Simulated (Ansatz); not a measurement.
System: 1T (CdI2-type) PtS2. Method: PBEsol in Ansatz (PAW).

Run with plane-wave cutoff 500 eV, 12×12×8 k mesh (along the axes of the cell as run), Fermi–Dirac smearing 0.05 eV, scalar-relativistic PAW data made under PBE.

Computed at the level's own relaxed cell.

Problem. Estimate the volume per atom, lattice constant a and lattice parameter c that the calculation returns.

Solution. 
* **volume per atom**: 17.54 Å³/atom
* **lattice constant a**: 3.572 Å
* **lattice parameter c**: 4.762 Å

Measured, for comparison: lattice constant a 3.542 Å (temperature not stated, not corrected to a static lattice; as tabulated in Björkman (2014), arXiv:1406.2436); lattice parameter c 5.036 Å (temperature not stated, zero-point anharmonic expansion removed (computed with revB86b-DF2); no thermal correction; as tabulated in Björkman (2014), arXiv:1406.2436). Computed (rounded) less measured: lattice constant a +0.8 %, lattice parameter c -5.4 %.

Note: the cell comes from a level without a dispersion term, which matters for the spacing of layers, chains or molecules.

Spin–orbit coupling is not included.

Ansatz is a first-principles code.
